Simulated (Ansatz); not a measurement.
C4H6O2 (`CC(=O)/C=C\O`), relaxed with RKS PBE0-D4/def2-TZVP in the Gaussian-basis code of Ansatz from a PBE-D4/def2-SVP geometry. The force threshold is 0.005 eV/Å; the program also tests the step.

The species carries charge 0 and has multiplicity 1.

Start:

```xyz
12

C     0.841   -1.395    0.951
C     0.114   -0.158    0.483
O    -0.347    0.640    1.355
C    -0.068    0.105   -0.919
C    -0.760    1.256   -1.275
O    -1.242    2.093   -0.395
H     1.529   -1.129    1.777
H     0.104   -2.113    1.369
H     1.399   -1.896    0.139
H     0.325   -0.570   -1.690
H    -0.938    1.530   -2.334
H    -0.957    1.637    0.539
```

Task: By how much does the energy fall, and how many steps does the optimiser take? (Best estimate.)

Result: Computed: 1.97 kcal/mol, in 48 steps, 12 of them rejected.

Task: Which bonds change most? (An estimate is asked.)

Result: Ansatz gave: O6–H12 from 1.077 to 1.012 Å; C4–C5 from 1.389 to 1.359 Å; C2–O3 from 1.269 to 1.240 Å; C5–H11 from 1.108 to 1.088 Å.

Task: Give the relaxed structure. (Best estimate.)

Result: Computed: 
```xyz
12

C     0.853   -1.385    0.947
C     0.163   -0.124    0.524
O    -0.094    0.754    1.361
C    -0.190    0.043   -0.861
C    -0.816    1.184   -1.251
O    -1.125    2.159   -0.437
H     1.057   -1.358    2.015
H     0.227   -2.251    0.713
H     1.788   -1.506    0.394
H     0.037   -0.724   -1.588
H    -1.104    1.360   -2.285
H    -0.797    1.847    0.468
```
